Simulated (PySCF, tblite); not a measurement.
# A complex of sulfur difluoride and hydrogen cyanide

A gas-phase complex of sulfur difluoride and hydrogen cyanide; neutral, singlet. The structure comes from a short search (6 tight-binding starts) and was relaxed by PBE0-D3(BJ)/def2-TZVPD; another way of binding may lie lower. No frequency run checks that it is a minimum.

Parts: 1 = sulfur difluoride (FSF), atoms 1–3; 2 = hydrogen cyanide (C#N), atoms 4–6.

```xyz
6

F    -0.342   -0.896   -0.255
S     0.213    0.529    0.196
F     1.528    0.524   -0.721
C    -2.798    0.354    2.706
N    -2.024    0.459    1.870
H    -3.518    0.251    3.488
```
Atom numbers follow the order of the file, from 1.

```
   contact  kind (by geometry)  distance (Å)  angle (°)
F3–S2···N5      chalcogen bond         2.795        178
```

Interaction energies are complex less parts, with the parts frozen as they stand in it; counterpoise-corrected, in kcal/mol (PySCF). The CCSD(T) estimate is Hartree-Fock/aug-cc-pVQZ, plus the MP2 correlation part extrapolated as X⁻³ from aug-cc-pVTZ and aug-cc-pVQZ, plus CCSD(T) less MP2 in aug-cc-pVDZ; noble-gas cores are frozen. It isn't the exact limit.

```json
{"level": "Hartree-Fock/aug-cc-pVQZ", "interaction": "-1.35", "superposition error removed": "-"}
{"level": "wB97M-D3(BJ)/def2-TZVPD", "interaction": "-3.27", "superposition error removed": "-0.12"}
{"level": "PBE0-D3(BJ)/def2-TZVPD", "interaction": "-3.66", "superposition error removed": "-0.13"}
{"level": "MP2/aug-cc-pVQZ", "interaction": "-3.93", "superposition error removed": "-0.35"}
```

Q: What does CCSD(T) at its estimated basis limit give, and which of these levels comes nearest?

A: -3.52 kcal/mol. PBE0-D3(BJ)/def2-TZVPD is nearest, off by -0.14; the errors are Hartree-Fock/aug-cc-pVQZ +2.17, wB97M-D3(BJ)/def2-TZVPD +0.25, PBE0-D3(BJ)/def2-TZVPD -0.14, MP2/aug-cc-pVQZ -0.41.

Q: What holds them together? Decompose the wB97M-D3(BJ)/def2-TZVPD energy: frozen parts, their antisymmetrised product, then relaxation.

A: electrostatic -6.9, Pauli repulsion +7.6, orbital relaxation -3.2, dispersion correction -0.9 kcal/mol, which sum to the value before the counterpoise correction; the Pauli term holds the exchange-correlation of the frozen density too. Of the attraction, 63 % is electrostatic, 29 % is orbital relaxation, 8 % is dispersion correction.

The parts were also relaxed and run alone, at the levels used for the complex: shieldings by PBE0/pcSseg-2; core levels by delta-SCF with SCAN, pcX-2 on the ionised atom and pcseg-1 elsewhere, spin-free X2C (2p3/2 is the spin-free 2p value less a third of a first-order spin-orbit splitting).

Q: How do these values change when the complex forms?

A: 
```json
{"property": "F3–S2 bond (Å)", "alone": "1.591", "in the complex": "1.603", "change": "+0.012"}
{"property": "shielding of S2 (ppm)", "alone": "-887.2", "in the complex": "-825.6", "change": "+61.6"}
{"property": "shielding of N5 (ppm)", "alone": "-45.8", "in the complex": "-35.7", "change": "+10.1"}
{"property": "shielding of F3 (ppm)", "alone": "355.7", "in the complex": "328.1", "change": "-27.6"}
{"property": "F1 1s core level (eV)", "alone": "693.98", "in the complex": "693.09", "change": "-0.89"}
{"property": "S2 2p3/2 core level (eV)", "alone": "174.03", "in the complex": "173.03", "change": "-1.01"}
```
